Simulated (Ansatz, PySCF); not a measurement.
Species: thiophene, C₄H₄S (charge 0, singlet). 
Geometry from a B3LYP-D3(BJ)/def2-TZVP (Ansatz, a first-principles code) optimisation:
SMILES: c1cscc1
```xyz
9

S     -0.0075     0.0093     1.1889
C     -0.0031     1.2348    -0.0155
C      0.0032    -1.2349     0.0038
C      0.0061     0.7012    -1.2720
C      0.0098    -0.7210    -1.2609
H     -0.0076     2.2744     0.2670
H      0.0041    -2.2700     0.3026
H      0.0102     1.2987    -2.1721
H      0.0169    -1.3325    -2.1515
```
Charge 0, spin multiplicity 1.

Total electronic energies in hartree. Correlated levels leave the core frozen unless marked. Spin-orbit coupling is left out. Non-relativistic. CBS(X,Y): correlation extrapolated as X^-3; Hartree-Fock from the larger set. [CCSD(T)-MP2]/basis is that difference in the basis named.

The Hartree-Fock reference is unstable (checked in the largest basis), which strains HF and MP2. 

```
level                                                                 program  energy (Eh)
-------------------------------------------------------------  --------------  -----------
HF/6-31G*                                                              Ansatz   -551.28938
HF/cc-pV(T+d)Z                                                         Ansatz   -551.38246
HF-D4/def2-TZVPD                                                PySCF + dftd4   -551.41253
RI-HF/aug-cc-pV(T+d)Z                                                  Ansatz   -551.38418
revPBE-D3(BJ)/def2-TZVPD                                       Ansatz + dftd3   -552.99114
revPBE/def2-TZVPD                                                      Ansatz   -552.96914
B3LYP-D3(BJ)/def2-TZVPD                                        Ansatz + dftd3   -553.11465
B3LYP-D4/def2-TZVPD                                            Ansatz + dftd4   -553.11337
PBE0/STO-3G                                                            Ansatz            …
PBE0/def2-SVP                                                          Ansatz   -552.44734
TPSSh/def2-TZVPD                                                        PySCF            …
HSE06-D3(BJ)/def2-TZVPD                                        Ansatz + dftd3   -552.74450
CAM-B3LYP-D3(BJ)/def2-TZVPD                                    Ansatz + dftd3   -553.00452
RPA@PBE/cc-pV(T+d)Z                                                    Ansatz            …
MP2/STO-3G                                                             Ansatz   -545.35936
RI-MP2/cc-pV(T+d)Z                                                     Ansatz   -552.19537
SCS-MP2/STO-3G                                                         Ansatz   -545.36719
SCS-MP2/6-31G                                                          Ansatz   -551.58660
SCS-MP2/aug-cc-pV(D+d)Z                                                Ansatz   -552.00389
CCSD/cc-pV(T+d)Z                                                       Ansatz   -552.21920
CCSD(T)/6-31G                                                          Ansatz   -551.64300
CCSD(T)/aug-cc-pV(D+d)Z                                                Ansatz   -552.09111
RI-MP2/CBS(cc-pV(T+d)Z,cc-pV(Q+d)Z)+[CCSD(T)-MP2]/cc-pV(T+d)Z          Ansatz    -552.3734
```

Problem. Fill in the missing entries.

Solution. 
- PBE0/STO-3G, energy (Eh): -546.42668
- TPSSh/def2-TZVPD, energy (Eh): -553.11219
- RPA@PBE/cc-pV(T+d)Z, energy (Eh): -552.63596
